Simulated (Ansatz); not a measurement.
## doublet N₂(+): levels of theory in one basis

```csv
atom,x (Å),y (Å),z (Å)
N,0.0000,0.0000,0.0000
N,0.0000,0.0000,1.6200
```

Basis set: def2-SVP (spherical functions). Frozen core: 2 orbitals. Correlation on ROHF uses semicanonical orbitals with singles. Charge 1, multiplicity 2.

Computed with Ansatz (development build ahead of 0.2.0); each method stands on the lowest determinant of its kind that the runs found.

```json
{"method": "ROHF", "E − E(ROHF) (eV)": "0.00", "<S²> of the determinant": "0.75"}
{"method": "UHF", "E − E(ROHF) (eV)": "-3.93", "<S²> of the determinant": "2.65"}
{"method": "ROHF-MP2", "E − E(ROHF) (eV)": "-7.17", "<S²> of the determinant": "–"}
{"method": "UHF-MP2", "E − E(ROHF) (eV)": "-8.04", "<S²> of the determinant": "2.65"}
```

Is a single determinant a sound starting point here?

It is doubtful. Unrestricted orbitals lower Hartree–Fock by 3.93 eV and <S²> is 2.65 where a pure state has 0.75, a sign of strong static correlation.

Caution for ROHF, ROHF-MP2: an unrestricted determinant lies well below. Caution for UHF, UHF-MP2: the unrestricted determinant is a mixture of spin states. Caution for ROHF-MP2, UHF-MP2: bonds are stretched, where a single reference can fail; forces differ strongly between restricted and unrestricted references; MP2 on this radical cation hangs on the determinant chosen. Caution for ROHF-MP2: other determinants can give a lower correlated total.
